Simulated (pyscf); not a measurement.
Thermochemistry of product channels of AsH₃ + germylene (GeH₂) [singlet] on the singlet surface, in kcal/mol, from ωB97M-D3(BJ)/def2-TZVP energies (ideal gas, 1 atm, RRHO with modes under 100 cm⁻¹ raised to 100, one conformer, R ln 2 for rigid chiral ones). Single points on ωB97X-D3(BJ)/def2-SVP structures (PySCF, gas phase).

```json
[
 {"products": "H₂Ge=AsH + hydrogen (H₂)", "ΔE": "-13.8", "ΔH(298 K)": "-13.8", "ΔG(298 K)": "-11.8", "ΔG(600 K)": "-10.4"},
 {"products": ":HGe–AsH₂ [singlet] + hydrogen (H₂)", "ΔE": "-9.8", "ΔH(298 K)": "-10.1", "ΔG(298 K)": "-9.1", "ΔG(600 K)": "-8.7"}
]
```

These are energies of the channels, which say nothing of barriers. Elements up to Kr have no core potential and no relativistic terms here.
